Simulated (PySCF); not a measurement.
# Isomers of C4H10: computed energies against enthalpies of formation

**Experimental background.**

From Active Thermochemical Tables 1.112, for the gas at 0 K: enthalpy of formation of `CC(C)C` -106.76 ± 0.4 kJ/mol; enthalpy of formation of `CCCC` (butane) -98.54 ± 0.38 kJ/mol.

The runs below try to reproduce these values; the comparison stands at the end.

Differences of these values give the isomerisation enthalpies. Geometries: PBE0-D3(BJ)/def2-SVP; runs in PySCF, gas phase, with a dispersion term only where the level names one. Total electronic energies (Eh):

```json
{"SMILES": "CC(C)C", "PBE0-D3(BJ)/def2-SVP": "-158.14823"}
{"SMILES": "CCCC", "PBE0-D3(BJ)/def2-SVP": "-158.14671"}
```

Geometry of `CC(C)C` (Å):
```
atom  x, y, z in Å
C1    -0.0429    1.3825   -0.5866
C2     0.0598    0.1043    0.2385
C3     1.2501   -0.7410   -0.2021
C4    -1.2365   -0.6961    0.1781
H5     0.8749    1.9866   -0.5109
H6    -0.1998    1.1480   -1.6531
H7    -0.8865    2.0094   -0.2573
H8     0.2264    0.3962    1.2921
H9     2.1926   -0.1747   -0.1400
H10    1.1290   -1.0718   -1.2476
H11    1.3580   -1.6428    0.4209
H12   -1.1809   -1.6026    0.8011
H13   -2.0953   -0.1009    0.5261
H14   -1.4509   -1.0161   -0.8558
```

Geometry of `CCCC` (Å):
```
atom  x, y, z in Å
C1     1.885   -0.518    0.370
C2     0.452   -0.072    0.611
C3    -0.445   -0.219   -0.611
C4    -1.878    0.227   -0.370
H5     2.356    0.068   -0.437
H6     2.507   -0.400    1.271
H7     1.930   -1.578    0.072
H8     0.442    0.982    0.942
H9     0.019   -0.649    1.448
H10   -0.434   -1.273   -0.941
H11   -0.012    0.358   -1.448
H12   -1.922    1.287   -0.073
H13   -2.499    0.107   -1.270
H14   -2.347   -0.358    0.438
```

Zero-point and thermal terms are left out, so the computed numbers are electronic energies.

## Comparison

Relative to `CC(C)C`, the lowest by measurement, in kJ/mol (measured: enthalpies at 0 K; computed: electronic energies):

| SMILES | measured | PBE0-D3(BJ)/def2-SVP |
| --- | --- | --- |
| CC(C)C | 0.0 | 0.0 |
| CCCC | 8.2 | 4.0 |

Measured values: -106.76 kJ/mol (0 K; Active Thermochemical Tables 1.112) for the first row; the others come from the same table. Unsigned miss: PBE0-D3(BJ)/def2-SVP 4.2 kJ/mol. One conformer stands for `CCCC`, not necessarily the lowest, while the measurement averages over conformers. Where a level misses, the cause wasn't examined.
